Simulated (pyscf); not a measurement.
Optimised with ωB97X-D3(BJ)/def2-SVP in PySCF. Correlated levels are frozen-core, on RHF or UHF. ΔMP2 is the change of the MP2 total energy from the triple- to the quadruple-zeta basis.

**Question.** For the elementary gas-phase step `[NH2][NH][SiH3]` → `[NH2][NH2]` + `[SiH2]` [singlet] (singlet surface; N–Si, H–Si broken, H–N formed), what barrier and reaction energy does CCSD(T)/def2-TZVPP + ΔMP2(QZVPP) give, measured from the reactant's lowest minimum found?

**Answer.** ΔE‡ = 69.0 kcal/mol, ΔE = +64.9 kcal/mol. Zero-point energy shifts the barrier by -1.6 kcal/mol. It is a 1,1-elimination, with an imaginary mode of 1541i cm⁻¹. On the product side the descent ends in an adduct with a N–Si contact, 35.8 kcal/mol under the separated species and 37.8 kcal/mol under the saddle at ωB97X-D3(BJ)/def2-TZVP. What is counted as broken (N–Si) persists as a longer contact in the product adduct; parting that adduct is a step of its own. At ωB97X-D3(BJ) the barrier from the zero used here is 72.1 kcal/mol. H₂N–NH–SiH₃ lies 57.4 kcal/mol over its isomer H₂N–SiH₂–NH₂, and others may lie lower still (electronic energy, ωB97M-D3(BJ)). One saddle was located; it need not be the lowest between these sides. The CCSD(T) − MP2 part came from Ansatz, without density fitting, on the same reference.
